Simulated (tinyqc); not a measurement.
Inside a calculation (part 1 of 2). Method: RKS/BP86 in the sto-3g basis, for HF, spin multiplicity 1. Computed by tinyqc, a small Python program that keeps every step (integrals from PySCF). Settings: charge = 0, multiplicity = 1, basis = sto-3g, energy threshold = 1e-10, iteration cap = 65, orthogonalisation = canonical, start = core, DIIS depth = 0, damping = 0.5, method = RKS, functional = b88,p86, grid = [30, 86]. Command: `OMP_NUM_THREADS=1 python tinyqc.py 25393 25394 out.jsonl` (the two numbers bound the seeds that draw the settings). One thread of a shared host (Intel(R) Xeon(R) Processor @ 2.60GHz), about 0.7 s of CPU time with the checks. Later iterations appear only in the table of the cycle.

## One-electron integrals

Geometry (angstrom):
```
atom        x        y        z
F     0.00000  0.00000  0.00000
H     0.00000  0.00000  1.35000
```

Basis sto-3g: exponents (1/bohr^2) and contraction coefficients of normalised primitives:
```
element  l (shell)   exponent  coefficient
F            s (1)  166.67913      0.15433
F            s (1)   30.36081      0.53533
F            s (1)    8.21682      0.44463
F            s (2)    6.46480     -0.09997
F            s (2)    1.50228      0.39951
F            s (2)    0.48859      0.70012
F            p (3)    6.46480      0.15592
F            p (3)    1.50228      0.60768
F            p (3)    0.48859      0.39196
H            s (1)    3.42525      0.15433
H            s (1)    0.62391      0.53533
H            s (1)    0.16886      0.44463
```

Overlap, kinetic and nuclear-attraction integrals over the contracted functions; the nuclear repulsion is the sum of Za Zb / Rab.

nuclear repulsion = 3.5278481 hartree

overlap S:
```
          1F 1s    1F 2s   1F 2px   1F 2py   1F 2pz    2H 1s
1F 1s   1.00000  0.23799  0.00000  0.00000  0.00000  0.01782
1F 2s   0.23799  1.00000  0.00000  0.00000  0.00000  0.21655
1F 2px  0.00000  0.00000  1.00000  0.00000  0.00000  0.00000
1F 2py  0.00000  0.00000  0.00000  1.00000  0.00000  0.00000
1F 2pz  0.00000  0.00000  0.00000  0.00000  1.00000  0.19563
2H 1s   0.01782  0.21655  0.00000  0.00000  0.19563  1.00000
```

kinetic energy T (hartree):
```
           1F 1s     1F 2s   1F 2px   1F 2py   1F 2pz     2H 1s
1F 1s   36.98458  -0.21286  0.00000  0.00000  0.00000  -0.00582
1F 2s   -0.21286   1.03800  0.00000  0.00000  0.00000  -0.00191
1F 2px   0.00000   0.00000  3.24801  0.00000  0.00000   0.00000
1F 2py   0.00000   0.00000  0.00000  3.24801  0.00000   0.00000
1F 2pz   0.00000   0.00000  0.00000  0.00000  3.24801   0.04996
2H 1s   -0.00582  -0.00191  0.00000  0.00000  0.04996   0.76003
```

nuclear attraction V (hartree):
```
            1F 1s      1F 2s     1F 2px     1F 2py     1F 2pz     2H 1s
1F 1s   -77.40156   -9.27010    0.00000    0.00000   -0.00695  -0.71047
1F 2s    -9.27010  -11.93311    0.00000    0.00000   -0.08677  -1.79151
1F 2px    0.00000    0.00000  -11.82686    0.00000    0.00000   0.00000
1F 2py    0.00000    0.00000    0.00000  -11.82686    0.00000   0.00000
1F 2pz   -0.00695   -0.08677    0.00000    0.00000  -11.86828  -1.36994
2H 1s    -0.71047   -1.79151    0.00000    0.00000   -1.36994  -4.72764
```

core Hamiltonian H = T + V (hartree):
```
            1F 1s      1F 2s    1F 2px    1F 2py    1F 2pz     2H 1s
1F 1s   -40.41699   -9.48295   0.00000   0.00000  -0.00695  -0.71629
1F 2s    -9.48295  -10.89511   0.00000   0.00000  -0.08677  -1.79342
1F 2px    0.00000    0.00000  -8.57885   0.00000   0.00000   0.00000
1F 2py    0.00000    0.00000   0.00000  -8.57885   0.00000   0.00000
1F 2pz   -0.00695   -0.08677   0.00000   0.00000  -8.62027  -1.31998
2H 1s    -0.71629   -1.79342   0.00000   0.00000  -1.31998  -3.96761
```

## Two-electron integrals

Functions are numbered as in S; the eight-fold symmetry (ij|kl) = (ji|kl) = (kl|ij) leaves the list below.

Two-electron integrals (ij|kl) in chemists' order, unique and non-zero (hartree):
```
(11|11) 5.40350   (21|11) 0.84192   (21|21) 0.15630   (22|11) 1.26803
(22|21) 0.29234   (22|22) 0.92617   (31|31) 0.02800   (32|31) 0.04317
(32|32) 0.20459   (33|11) 1.26450   (33|21) 0.29240   (33|22) 0.92596
(33|33) 0.99751   (41|41) 0.02800   (42|41) 0.04317   (42|42) 0.20459
(43|43) 0.05377   (44|11) 1.26450   (44|21) 0.29240   (44|22) 0.92596
(44|33) 0.88997   (44|44) 0.99751   (51|51) 0.02800   (52|51) 0.04317
(52|52) 0.20459   (53|53) 0.05377   (54|54) 0.05377   (55|11) 1.26450
(55|21) 0.29240   (55|22) 0.92596   (55|33) 0.88997   (55|44) 0.88997
(55|55) 0.99751   (61|11) 0.06376   (61|21) 0.01175   (61|22) 0.02187
(61|33) 0.02184   (61|44) 0.02184   (61|51) 0.00045   (61|52) 0.00085
(61|55) 0.02193   (61|61) 0.00089   (62|11) 0.18315   (62|21) 0.04289
(62|22) 0.15437   (62|33) 0.15206   (62|44) 0.15206   (62|51) 0.00287
(62|52) 0.02376   (62|55) 0.15884   (62|61) 0.00327   (62|62) 0.03344
(63|31) 0.00422   (63|32) 0.02606   (63|53) 0.00482   (63|63) 0.00469
(64|41) 0.00422   (64|42) 0.02606   (64|54) 0.00482   (64|64) 0.00469
(65|11) 0.13386   (65|21) 0.03172   (65|22) 0.12241   (65|33) 0.11746
(65|44) 0.11746   (65|51) 0.00604   (65|52) 0.04350   (65|55) 0.13218
(65|61) 0.00250   (65|62) 0.03270   (65|65) 0.03651   (66|11) 0.38891
(66|21) 0.09250   (66|22) 0.38503   (66|33) 0.37427   (66|44) 0.37427
(66|51) 0.00657   (66|52) 0.07831   (66|55) 0.40629   (66|61) 0.00707
(66|62) 0.11446   (66|65) 0.13141   (66|66) 0.77461
```

## Orthogonalisation

S = U s U^T; canonical form X = U s^(-1/2), so that X^T S X = 1. Each column of U has its largest component positive (the first on a tie).

eigenvalues of S: 0.65577  0.85913  1.00000  1.00000  1.12370  1.36139

X:
```
               1         2         3        4         5        6
1F 1s   -0.51043   0.62956   0.00000  0.00000  -0.51123  0.37841
1F 2s    0.79035  -0.33726   0.00000  0.00000  -0.29516  0.53848
1F 2px   0.00000   0.00000  -0.06041  0.99817   0.00000  0.00000
1F 2py   0.00000   0.00000   0.99817  0.06041   0.00000  0.00000
1F 2pz   0.39520   0.65621   0.00000  0.00000   0.62193  0.26135
2H 1s   -0.69537  -0.47251   0.00000  0.00000   0.39325  0.48279
```

Within a degenerate level the vectors are fixed only up to a rotation; this is one choice.

## Starting guess

The start is the orbitals of the core Hamiltonian; D = 2 C_occ C_occ^T.

D at the start:
```
           1F 1s     1F 2s   1F 2px   1F 2py    1F 2pz     2H 1s
1F 1s    2.12204  -0.51537  0.00000  0.00000  -0.01030   0.03562
1F 2s   -0.51537   2.17584  0.00000  0.00000   0.05579  -0.14723
1F 2px   0.00000   0.00000  2.00000  0.00000   0.00000   0.00000
1F 2py   0.00000   0.00000  0.00000  2.00000   0.00000   0.00000
1F 2pz  -0.01030   0.05579  0.00000  0.00000   2.05389  -0.17388
2H 1s    0.03562  -0.14723  0.00000  0.00000  -0.17388   0.02406
```

## Iteration 1: exchange-correlation on the grid

Becke grid with 30 radial and 86 angular points per atom, points of zero weight dropped. rho = sum D_ij phi_i phi_j; V_xc,ij = sum w v_xc phi_i phi_j plus the gradient terms; v_xc is d(rho eps)/d rho at fixed gradient.

The 16 grid points with the largest w rho, of 5160 (bohr, atomic units):
```
x                y         z        w      rho  |grad rho|^2    eps_xc      v_xc
-0.57539   0.57539   0.57539  0.02956  0.59187       3.21553  -0.70823  -0.87163
-0.57539  -0.57539   0.57539  0.02956  0.59187       3.21553  -0.70823  -0.87163
0.57539   -0.57539   0.57539  0.02956  0.59187       3.21553  -0.70823  -0.87163
0.57539    0.57539   0.57539  0.02956  0.59187       3.21553  -0.70823  -0.87163
0.57539    0.57539  -0.57539  0.02984  0.58536       3.08383  -0.70547  -0.86898
0.57539   -0.57539  -0.57539  0.02984  0.58536       3.08383  -0.70547  -0.86898
-0.57539  -0.57539  -0.57539  0.02984  0.58536       3.08383  -0.70547  -0.86898
-0.57539   0.57539  -0.57539  0.02984  0.58536       3.08383  -0.70547  -0.86898
0.69199    0.69199   0.18842  0.02965  0.58876       3.13917  -0.70682  -0.87048
0.69199   -0.69199   0.18842  0.02965  0.58876       3.13917  -0.70682  -0.87048
-0.69199  -0.69199   0.18842  0.02965  0.58876       3.13917  -0.70682  -0.87048
-0.69199   0.69199   0.18842  0.02965  0.58876       3.13917  -0.70682  -0.87048
0.69199    0.69199  -0.18842  0.02967  0.58600       3.09651  -0.70575  -0.86925
-0.69199  -0.69199  -0.18842  0.02967  0.58600       3.09651  -0.70575  -0.86925
0.69199   -0.69199  -0.18842  0.02967  0.58600       3.09651  -0.70575  -0.86925
-0.69199   0.69199  -0.18842  0.02967  0.58600       3.09651  -0.70575  -0.86925
```

electrons on the grid, sum of w rho = 10.00032

E_xc = sum of w rho eps_xc = -11.4461197 hartree

V_xc (hartree):
```
           1F 1s     1F 2s    1F 2px    1F 2py    1F 2pz     2H 1s
1F 1s   -3.52506  -0.49168   0.00000   0.00000  -0.00036  -0.03756
1F 2s   -0.49168  -0.95443   0.00000   0.00000  -0.00043  -0.13009
1F 2px   0.00000   0.00000  -0.94760   0.00000   0.00000   0.00000
1F 2py   0.00000   0.00000   0.00000  -0.94760   0.00000   0.00000
1F 2pz  -0.00036  -0.00043   0.00000   0.00000  -0.94719  -0.08845
2H 1s   -0.03756  -0.13009   0.00000   0.00000  -0.08845  -0.16027
```

## Iteration 1: building the Kohn-Sham matrix

J_ij = sum D_kl (ij|kl); F = H + J + V_xc; E = tr D H + tr D J / 2 + E_xc + E_nn.

Coulomb J (hartree):
```
           1F 1s    1F 2s   1F 2px   1F 2py   1F 2pz    2H 1s
1F 1s   20.92624  4.01116  0.00000  0.00000  0.00149  0.30166
1F 2s    4.01116  9.93312  0.00000  0.00000  0.00176  1.59920
1F 2px   0.00000  0.00000  9.92449  0.00000  0.00000  0.00000
1F 2py   0.00000  0.00000  0.00000  9.92449  0.00000  0.00000
1F 2pz   0.00149  0.00176  0.00000  0.00000  9.92395  1.24477
2H 1s    0.30166  1.59920  0.00000  0.00000  1.24477  3.84761
```

Kohn-Sham matrix F (hartree):
```
            1F 1s     1F 2s   1F 2px   1F 2py    1F 2pz     2H 1s
1F 1s   -23.01580  -5.96348  0.00000  0.00000  -0.00582  -0.45218
1F 2s    -5.96348  -1.91643  0.00000  0.00000  -0.08544  -0.32432
1F 2px    0.00000   0.00000  0.39805  0.00000   0.00000   0.00000
1F 2py    0.00000   0.00000  0.00000  0.39805   0.00000   0.00000
1F 2pz   -0.00582  -0.08544  0.00000  0.00000   0.35649  -0.16366
2H 1s    -0.45218  -0.32432  0.00000  0.00000  -0.16366  -0.28027
```

total energy of this density = -98.2177242 hartree

This density is the starting one.

## Iteration 1: diagonalisation and new density

Diagonalise F' = X^T F X, C = X C', fill 5 alpha and 5 beta electrons from the bottom; D = 2 C_occ C_occ^T; the new density keeps 0.5 of the old one (damping). Each column has its largest component positive (the first on a tie).

F' = X^T F X (hartree):
```
          1         2        3        4         5         6
1  -2.38753   4.12018  0.00000  0.00000  -4.10456   3.80715
2   4.12018  -6.41669  0.00000  0.00000   7.31098  -6.24850
3   0.00000   0.00000  0.39805  0.00000   0.00000   0.00000
4   0.00000   0.00000  0.00000  0.39805   0.00000   0.00000
5  -4.10456   7.31098  0.00000  0.00000  -7.67538   7.00288
6   3.80715  -6.24850  0.00000  0.00000   7.00288  -6.72303
```

orbital energies (hartree): MO1 -23.02707, MO2 -0.47283, MO3 -0.14761, MO4 0.39805, MO5 0.39805, MO6 0.44487

coefficients C:
```
             MO1       MO2       MO3       MO4      MO5       MO6
1F 1s    0.99422  -0.21500   0.16349   0.00000  0.00000  -0.00155
1F 2s    0.02346   0.79314  -0.69627   0.00000  0.00000   0.03277
1F 2px   0.00000   0.00000   0.00000   0.99998  0.00581   0.00000
1F 2py   0.00000   0.00000   0.00000  -0.00581  0.99998   0.00000
1F 2pz   0.00092   0.11992   0.11482   0.00000  0.00000   1.00714
2H 1s   -0.00315   0.46293   0.86378   0.00000  0.00000  -0.36621
```

D after iteration 1:
```
           1F 1s     1F 2s   1F 2px   1F 2py    1F 2pz     2H 1s
1F 1s    2.12245  -0.51872  0.00000  0.00000  -0.01125   0.05636
1F 2s   -0.51872   2.20232  0.00000  0.00000   0.04308  -0.30794
1F 2px   0.00000   0.00000  2.00000  0.00000   0.00000   0.00000
1F 2py   0.00000   0.00000  0.00000  2.00000   0.00000   0.00000
1F 2pz  -0.01125   0.04308  0.00000  0.00000   1.05451   0.06775
2H 1s    0.05636  -0.30794  0.00000  0.00000   0.06775   0.97246
```

Within a degenerate level the vectors are fixed only up to a rotation; this is one choice.

## Iteration 2: exchange-correlation on the grid

As before.

The 16 grid points with the largest w rho, of 5160 (bohr, atomic units):
```
x                y         z        w      rho  |grad rho|^2    eps_xc      v_xc
0.92418    0.37297   0.00000  0.02951  0.58748       3.12145  -0.70634  -0.86989
0.92418   -0.37297   0.00000  0.02951  0.58748       3.12145  -0.70634  -0.86989
-0.92418   0.37297   0.00000  0.02951  0.58748       3.12145  -0.70634  -0.86989
-0.92418  -0.37297   0.00000  0.02951  0.58748       3.12145  -0.70634  -0.86989
0.37297    0.92418   0.00000  0.02951  0.58748       3.12145  -0.70634  -0.86989
-0.37297   0.92418   0.00000  0.02951  0.58748       3.12145  -0.70634  -0.86989
0.37297   -0.92418   0.00000  0.02951  0.58748       3.12145  -0.70634  -0.86989
-0.37297  -0.92418   0.00000  0.02951  0.58748       3.12145  -0.70634  -0.86989
0.69199    0.69199   0.18842  0.02965  0.58186       3.07019  -0.70440  -0.86706
-0.69199   0.69199   0.18842  0.02965  0.58186       3.07019  -0.70440  -0.86706
0.69199   -0.69199   0.18842  0.02965  0.58186       3.07019  -0.70440  -0.86706
-0.69199  -0.69199   0.18842  0.02965  0.58186       3.07019  -0.70440  -0.86706
0.69199   -0.69199  -0.18842  0.02967  0.57839       3.03291  -0.70315  -0.86535
-0.69199  -0.69199  -0.18842  0.02967  0.57839       3.03291  -0.70315  -0.86535
0.69199    0.69199  -0.18842  0.02967  0.57839       3.03291  -0.70315  -0.86535
-0.69199   0.69199  -0.18842  0.02967  0.57839       3.03291  -0.70315  -0.86535
```

electrons on the grid, sum of w rho = 10.00018

E_xc = sum of w rho eps_xc = -10.8995044 hartree

V_xc (hartree):
```
           1F 1s     1F 2s    1F 2px    1F 2py    1F 2pz     2H 1s
1F 1s   -3.51720  -0.48442   0.00000   0.00000  -0.00048  -0.03700
1F 2s   -0.48442  -0.92004   0.00000   0.00000  -0.00558  -0.13814
1F 2px   0.00000   0.00000  -0.92911   0.00000   0.00000   0.00000
1F 2py   0.00000   0.00000   0.00000  -0.92911   0.00000   0.00000
1F 2pz  -0.00048  -0.00558   0.00000   0.00000  -0.88065  -0.10700
2H 1s   -0.03700  -0.13814   0.00000   0.00000  -0.10700  -0.44176
```

## Iteration 2: building the Kohn-Sham matrix

As before.

Coulomb J (hartree):
```
           1F 1s    1F 2s   1F 2px   1F 2py   1F 2pz    2H 1s
1F 1s   20.07003  3.81574  0.00000  0.00000  0.00858  0.28715
1F 2s    3.81574  9.40644  0.00000  0.00000  0.08417  1.55747
1F 2px   0.00000  0.00000  9.42191  0.00000  0.00000  0.00000
1F 2py   0.00000  0.00000  0.00000  9.42191  0.00000  0.00000
1F 2pz   0.00858  0.08417  0.00000  0.00000  9.34920  1.24651
2H 1s    0.28715  1.55747  0.00000  0.00000  1.24651  4.21095
```

Kohn-Sham matrix F (hartree):
```
            1F 1s     1F 2s    1F 2px    1F 2py    1F 2pz     2H 1s
1F 1s   -23.86416  -6.15163   0.00000   0.00000   0.00116  -0.46613
1F 2s    -6.15163  -2.40871   0.00000   0.00000  -0.00818  -0.37410
1F 2px    0.00000   0.00000  -0.08605   0.00000   0.00000   0.00000
1F 2py    0.00000   0.00000   0.00000  -0.08605   0.00000   0.00000
1F 2pz    0.00116  -0.00818   0.00000   0.00000  -0.15171  -0.18047
2H 1s    -0.46613  -0.37410   0.00000   0.00000  -0.18047  -0.19842
```

total energy of this density = -98.6149222 hartree

This density is a damped mixture and is not idempotent.

## Iteration 2: diagonalisation and new density

As before.

F' = X^T F X (hartree):
```
          1         2         3         4         5         6
1  -2.70456   4.34274   0.00000   0.00000  -4.30856   3.71609
2   4.34274  -6.95516   0.00000   0.00000   7.27759  -6.46766
3   0.00000   0.00000  -0.08605   0.00000   0.00000   0.00000
4   0.00000   0.00000   0.00000  -0.08605   0.00000   0.00000
5  -4.30856   7.27759   0.00000   0.00000  -8.20457   7.26276
6   3.71609  -6.46766   0.00000   0.00000   7.26276  -7.09167
```

orbital energies (hartree): MO1 -23.87463, MO2 -0.87908, MO3 -0.26333, MO4 -0.08605, MO5 -0.08605, MO6 0.06109

coefficients C:
```
             MO1       MO2       MO3       MO4      MO5       MO6
1F 1s    0.99449  -0.26104   0.04501   0.00000  0.00000   0.04754
1F 2s    0.02242   1.00226  -0.22060   0.00000  0.00000  -0.24855
1F 2px   0.00000   0.00000   0.00000  -0.05165  0.99867   0.00000
1F 2py   0.00000   0.00000   0.00000   0.99867  0.05165   0.00000
1F 2pz   0.00051   0.01283   0.68864   0.00000  0.00000  -0.75332
2H 1s   -0.00293   0.09795   0.61046   0.00000  0.00000   0.84396
```

D after iteration 2:
```
           1F 1s     1F 2s   1F 2px   1F 2py    1F 2pz     2H 1s
1F 1s    2.12041  -0.50862  0.00000  0.00000   0.02254   0.02718
1F 2s   -0.50862   2.15486  0.00000  0.00000  -0.11751  -0.19053
1F 2px   0.00000   0.00000  2.00000  0.00000   0.00000   0.00000
1F 2py   0.00000   0.00000  0.00000  2.00000   0.00000   0.00000
1F 2pz   0.02254  -0.11751  0.00000  0.00000   1.00165   0.45552
2H 1s    0.02718  -0.19053  0.00000  0.00000   0.45552   0.86850
```

Within a degenerate level the vectors are fixed only up to a rotation; this is one choice.

## Iteration 34 (converged): orbitals

converged F (hartree):
```
            1F 1s     1F 2s    1F 2px    1F 2py    1F 2pz     2H 1s
1F 1s   -23.91378  -6.16107   0.00000   0.00000  -0.00843  -0.46701
1F 2s    -6.16107  -2.41692   0.00000   0.00000  -0.04457  -0.37848
1F 2px    0.00000   0.00000  -0.09574   0.00000   0.00000   0.00000
1F 2py    0.00000   0.00000   0.00000  -0.09574   0.00000   0.00000
1F 2pz   -0.00843  -0.04457   0.00000   0.00000  -0.15691  -0.18782
2H 1s    -0.46701  -0.37848   0.00000   0.00000  -0.18782  -0.21278
```

Diagonalise F' = X^T F X, C = X C', fill 5 alpha and 5 beta electrons from the bottom; D = 2 C_occ C_occ^T. Each column has its largest component positive (the first on a tie).

F' = X^T F X (hartree):
```
          1         2         3         4         5         6
1  -2.73338   4.34079   0.00000   0.00000  -4.32357   3.71117
2   4.34079  -6.96533   0.00000   0.00000   7.30736  -6.49091
3   0.00000   0.00000  -0.09574   0.00000   0.00000   0.00000
4   0.00000   0.00000   0.00000  -0.09574   0.00000   0.00000
5  -4.32357   7.30736   0.00000   0.00000  -8.20809   7.26021
6   3.71117  -6.49091   0.00000   0.00000   7.26021  -7.12530
```

orbital energies (hartree): MO1 -23.92413, MO2 -0.88924, MO3 -0.26507, MO4 -0.09574, MO5 -0.09574, MO6 0.04634

coefficients C:
```
             MO1       MO2       MO3      MO4       MO5       MO6
1F 1s    0.99453  -0.25994   0.05608  0.00000   0.00000   0.04050
1F 2s    0.02228   0.99815  -0.26544  0.00000   0.00000  -0.21957
1F 2px   0.00000   0.00000   0.00000  0.99969  -0.02483   0.00000
1F 2py   0.00000   0.00000   0.00000  0.02483   0.99969   0.00000
1F 2pz   0.00096   0.05968   0.67466  0.00000   0.00000  -0.76365
2H 1s   -0.00299   0.10219   0.62021  0.00000   0.00000   0.83632
```

D after iteration 34:
```
           1F 1s     1F 2s   1F 2px   1F 2py    1F 2pz     2H 1s
1F 1s    2.11960  -0.50438  0.00000  0.00000   0.04655   0.01050
1F 2s   -0.50438   2.13453  0.00000  0.00000  -0.23897  -0.12539
1F 2px   0.00000   0.00000  2.00000  0.00000   0.00000   0.00000
1F 2py   0.00000   0.00000  0.00000  2.00000   0.00000   0.00000
1F 2pz   0.04655  -0.23897  0.00000  0.00000   0.91747   0.84905
2H 1s    0.01050  -0.12539  0.00000  0.00000   0.84905   0.79021
```

Within a degenerate level the vectors are fixed only up to a rotation; this is one choice.
